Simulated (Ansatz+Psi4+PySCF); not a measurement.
```xyz
3

O     0.1193    0.0000    0.0000
H    -0.5078    0.8026    0.0000
H    -0.4770   -0.7632    0.0000
```

Basis set: cc-pVTZ (spherical functions). Frozen core: 1 orbital. Charge 0, multiplicity 1.

Computed with Ansatz (development build ahead of 0.2.0) and Psi4 1.11; each method stands on the lowest determinant of its kind that the runs found. Restricted open shells among the atoms or ions are ROHF, correlated in semicanonical orbitals with singles.

The vertical ionization energy (product with multiplicity 2 at the same shape, open shells in the same class of orbitals) of singlet H₂O:

```csv
method,ionization energy
RHF-MP2,12.52 eV
```

**Question.** What does RHF give?

**Answer.** 10.90 eV.
